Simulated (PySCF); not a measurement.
**SMILES NC/C(F)=C\F, C3H5F2N**

Geometry (Å), atoms numbered from 1 in this order:
```xyz
11

N    -1.738    0.400    0.159
C    -0.594    0.157   -0.700
C     0.727    0.243    0.016
F     1.058    1.489    0.428
C     1.550   -0.742    0.343
F     1.292   -2.007   -0.017
H    -1.673    1.318    0.589
H    -1.787   -0.293    0.898
H    -0.691   -0.837   -1.140
H    -0.611    0.905   -1.499
H     2.471   -0.631    0.895
```

The calculation used GIAO BHandHLYP/aug-pcSseg-1 magnetisability, rotational g tensor and spin-rotation constants, non-relativistic, gas phase in PySCF 2.14.0. Geometry: GFN2-xTB.

Q: Give the nuclear spin-rotation constants along the inertial axes (H = +C I·J) beside the isotropic shieldings.

A: Rotational constants 4.7603, 2.7127, 1.8891 GHz. A star marks the isotopologue with that one atom substituted, in its own axes.
```
atom  isotope  Caa (kHz)  Cbb (kHz)  Ccc (kHz)  mean (kHz)  σ (ppm)
  N1      14N      0.215      0.135      0.070       0.140    226.6
  F4      19F      4.130      1.685      0.610       2.142    366.1
  F6      19F      3.402      1.856      0.290       1.849    381.2
  H7       1H     -0.283     -0.124     -0.201      -0.202     30.1
  H8       1H     -0.455     -0.276     -0.060      -0.264     31.1
  H9       1H     -0.313      0.014     -0.177      -0.159     27.8
 H10       1H     -0.287     -0.252     -0.025      -0.188     28.5
 H11       1H     -0.172      0.041     -0.156      -0.096     24.4
  C2     13C*      0.879      0.505      0.308       0.564    143.9
  C3     13C*      1.674      1.399      0.510       1.194     12.2
  C5     13C*      1.518      1.199      0.493       1.070     36.3
```
For the geometry as given, no vibrational averaging.

Q: How do the rotational constants and the g tensor change when H7, H8, H9, H10, H11 are replaced by deuterium?

A: Constants 4.3143, 2.4581, 1.7590 GHz; g -0.0280, -0.0159, -0.0116, against -0.0305, -0.0178, -0.0125 before.
